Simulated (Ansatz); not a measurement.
Job for Ansatz (a first-principles code): U-BHLYP/def2-TZVPPD on CH3 (SMILES [CH3]), 2S+1 = 2. Files ending in .json are basis or fitting sets from the Basis Set Exchange.

Ansatz 0.2 input:
```yaml
crystal:
  periodic: [false, false, false]
  atoms:
    - {symbol: C, position_ang: [0.00000000, 0.00000000, -0.00000000]}
    - {symbol: H, position_ang: [0.00000000, 0.00000000, 1.07731727]}
    - {symbol: H, position_ang: [-0.00000000, 0.93298412, -0.53865863]}
    - {symbol: H, position_ang: [0.00000000, -0.93298412, -0.53865863]}
basis:
  gaussian:
    orbitals: def2-TZVPPD.json
hamiltonian:
  xc: {name: BHLYP}
magnetization: {spin_polarized: true, initial_magnetization: 1}
```

### Question
Predict the final total energy.

### Answer
-39.8300 hartree.
